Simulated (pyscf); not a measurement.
Elementary routes open to HO–SiH₂• (SMILES O[SiH2]) + H₂ (SMILES [H][H]) in the gas phase (doublet surface):
A. SiH₃• (SMILES [SiH3]) + H₂O (SMILES O) (O–Si, H–H broken; H–Si, H–O formed)
B. HO–SiH₃ (SMILES O[SiH3]) + H• (SMILES [H]) (H–H broken; H–Si formed)

Optimised with ωB97X-D3(BJ)/def2-SVP in PySCF.

Question: Rank the routes by free-energy barrier at 1200 K, lowest first, for ωB97M-D3(BJ)/def2-TZVP energies (ideal gas, 1 atm, RRHO with modes under 100 cm⁻¹ raised to 100, one conformer, R ln 2 for chiral ones without a mode under 150 cm⁻¹).

Answer: B (181.2 kJ/mol), A (337.0 kJ/mol)

Route B is the fastest of these, ahead of the next by 155.8 kJ/mol. The most stable products are those of A (ΔG = +66.0 kJ/mol), whose barrier is 155.8 kJ/mol higher: the kinetic and the thermodynamic product differ. At 298 K B is still the fastest. Only these routes are compared; each barrier is that of the saddle found, and lower ones may exist.
